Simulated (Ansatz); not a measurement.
CCSD(T) forces

CH₅BSi (SMILES B=[SiH]C), closed shell, displaced at random from a GFN2-xTB minimum.

B1  (-1.779, 0.647, -0.978)
Si2  (0.007, 0.685, -0.477)
C3  (0.805, -0.641, 0.706)
H4  (-2.888, 0.462, -1.507)
H5  (1.066, 1.677, -0.694)
H6  (0.947, -0.316, 1.784)
H7  (1.706, -1.058, 0.437)
H8  (-0.021, -1.432, 0.870)
(Å)

Computed with Ansatz 0.2.0 (basis: def2-TZVPP); correlated methods freeze the cores.

CCSD(T) forces from the calculation:
| atom | Fx | Fy | Fz (eV/Å) |
| --- | --- | --- | --- |
| B1 | -0.736 | -0.123 | -0.587 |
| Si2 | 0.887 | -1.058 | 0.837 |
| C3 | -4.197 | 0.388 | 2.382 |
| H4 | 1.240 | 0.255 | 0.683 |
| H5 | -0.323 | 0.550 | -0.337 |
| H6 | -0.150 | 0.315 | -1.240 |
| H7 | 1.859 | -1.031 | -1.175 |
| H8 | 1.420 | 0.703 | -0.561 |

(1) Which atom feels the largest CCSD(T) force, and how large is it?

The T1 diagnostic stays at or below 0.017. The restricted Hartree–Fock reference is unstable towards an unrestricted one here.

## Answers

(1) C3, 4.84 eV/Å, along (-0.87, 0.08, 0.49).

Root-mean-square difference of the force components from those of CCSD(T): PBE0-D4 0.115; wB97M-V 0.145; r2SCAN-D4 0.086; PBE-D4 0.144; wB97X-V 0.156; BHLYP-D4 0.173 eV/Å.

For scale, one of the runs: CCSD(T)/def2-TZVPP forces, 174 basis functions (an equivalent command: `ansatz run in.yaml --threads 4`). Time: 100 s of wall clock on 4 CPU threads; the host was shared. Peak host memory: 2.9 GiB.
